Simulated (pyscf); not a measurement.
Single points on ωB97X-D3(BJ)/def2-SVP structures (PySCF, gas phase).

**Question.** Estimate by transition-state theory the rate constant of HN=SiH–F + H₂ → HN=SiH₂ + HF (singlet surface; F–Si, H–H broken, H–Si, F–H formed) at 600 K, with ωB97M-D3(BJ)/def2-TZVP energies (ideal gas, 1 atm, RRHO with modes under 100 cm⁻¹ raised to 100, one conformer, R ln 2 for chiral ones without a mode under 150 cm⁻¹; no tunnelling).

**Answer.** The electronic barrier is 43.9 kcal/mol and the thermal terms add +18.1, so ΔG‡ = 61.9 kcal/mol. With k_BT/h = 1.25e+13 s⁻¹ and RT = 1.192 kcal/mol, and a volume of 8.18e-20 cm³ per molecule at 1 atm, k = 2.8e-29 cm³ molecule⁻¹ s⁻¹. Wigner's tunnelling factor for 1158i cm⁻¹ would be 1.32. A shift of 1 kcal/mol in the barrier changes k by a factor 2.3. On the product side the descent ends in a bound adduct (not fully relaxed), 9.4 kcal/mol under the separated species and 21.7 kcal/mol under the saddle at ωB97X-D3(BJ)/def2-TZVP. The same reactants have a lower exit, to H₂N–SiH₂–F (barrier +20.1 kcal/mol at ωB97M-D3(BJ)/def2-TZVP, against +43.9 kcal/mol here). HN=SiH–F lies 25.8 kcal/mol over its isomer H₂N–Si:–F [singlet] (electronic energy, ωB97M-D3(BJ)/def2-TZVP). HN=SiH₂ lies 18.2 kcal/mol over its isomer H₂N–SiH: [singlet] (electronic energy, ωB97M-D3(BJ)/def2-TZVP). One saddle was located; it need not be the lowest between these sides.
